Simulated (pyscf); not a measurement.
Structures and frequencies: ωB97X-D3(BJ)/def2-SVP in PySCF. Correlated levels are frozen-core, on RHF or UHF. ΔMP2 is the change of the MP2 total energy from the triple- to the quadruple-zeta basis.

SMILES: NC
```xyz
7

C     -1.1027    -0.4281    -0.2175
N     -0.2756     0.7354     0.0686
H     -0.7363    -1.0917    -1.0288
H     -2.1191    -0.1024    -0.4930
H     -1.2039    -1.0443     0.6908
H     -0.1759     1.3127    -0.7648
H      0.6669     0.4455     0.3250
```

Question: List the bond dissociation enthalpies at 298 K of `[CH3][NH2]` from CCSD(T)/def2-TZVPP + ΔMP2(QZVPP), from the weakest bond up.

Answer: C–N to CH₃• + NH₂•: 83.3 kcal/mol; C–H to •H₂C–NH₂ + H•: 92.8 kcal/mol; H–N to H₃C–NH• + H•: 99.3 kcal/mol. Ring and multiple bonds, and those that leave no two simple radicals, are not listed. H₃C–NH• lies 7.3 kcal/mol over its isomer •H₂C–NH₂, and others may lie lower still (electronic energy, ωB97M-D3(BJ)). Other isomers of •H₂C–NH₂ were not searched in full and may lie lower. The CCSD(T) − MP2 part came from Ansatz, without density fitting, on the same reference.
